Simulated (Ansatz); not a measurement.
System: C2H6O (charge +1, doublet). SMILES of the parent species: O(C)C

Atoms: C1, O2, C3, H4, H5, H6, H7, H8, H9. Bonds: C1-O2, C1-H4, C1-H5, C1-H6, O2-C3, C3-H7, C3-H8, C3-H9.

Bond lengths (Å) and angles (degrees) optimised at PBE/6-31G* with Ansatz (a first-principles code); B3LYP/LANL2DZ with Ansatz; B3LYP/6-31G* with Ansatz, each started from the B3LYP-D3(BJ)/def2-TZVP structure (Ansatz) of the last column. A row stands for all coordinates that are equal there. 6-31G* holds six Cartesian d functions. No wavenumbers were computed at PBE/6-31G*, B3LYP/LANL2DZ, so these may be saddle points.

```
coordinate  PBE/6-31G*  B3LYP/LANL2DZ  B3LYP/6-31G*  B3LYP-D3(BJ)/def2-TZVP
----------  ----------  -------------  ------------  ----------------------
C1-O2            1.407          1.455         1.411                   1.403
C1-H4            1.117          1.105         1.106                   1.104
C1-H5            1.099          1.091         1.090                   1.086
C1-O2-C3         121.0          123.4         121.9                   121.6
O2-C1-H4         105.8          105.3         105.4                   105.7
O2-C1-H5         113.9          112.5         113.0                   113.1
H4-C1-H5         113.6          113.5         113.6                   113.6
H4-C1-H6         103.2          106.0         104.9                   104.3
```

Mean signed difference of all 8 bond lengths from B3LYP-D3(BJ)/def2-TZVP: PBE/6-31G* 0.011 Å, B3LYP/LANL2DZ 0.015 Å, B3LYP/6-31G* 0.004 Å.
